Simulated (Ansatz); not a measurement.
A run of Ansatz (development build ahead of 0.2.0) on singlet NaH₂O(+) at this shape:

```yaml
atoms:
  - { symbol: Na, position_ang: [0.0000, 0.0000, -1.1859] }
  - { symbol: O, position_ang: [0.0000, 0.0000, 1.1764] }
  - { symbol: H, position_ang: [0.0000, 0.8248, 1.8168] }
  - { symbol: H, position_ang: [0.0000, -0.8248, 1.8168] }
```

Its results:

```yaml
Converged: yes
Reference_energy: -237.75632 hartree
Correlation_energy: -0.27834 hartree
Total_energy: -238.03466 hartree
Spin_squared_of_the_determinant: 0.000
```

Which input gives this output? Name the method, the orbitals and the basis set, and write the input.

RHF-MP2 in cc-pVTZ. An unrestricted run that stays on the closed shell gives the same numbers.

```yaml
crystal:
  periodic: [false, false, false]
  atoms:
    - { symbol: Na, position_ang: [0.0, 0.0, -1.18592] }
    - { symbol: O, position_ang: [0.0, 0.0, 1.17643] }
    - { symbol: H, position_ang: [0.0, 0.82477, 1.81682] }
    - { symbol: H, position_ang: [0.0, -0.82477, 1.81682] }
basis:
  gaussian: { orbitals: cc-pVTZ }
total_charge: 1
hamiltonian:
  xc: hf
correlation:
  method: mp2
  frozen_orbitals: { H: 0, Na: 1, O: 1 }
```
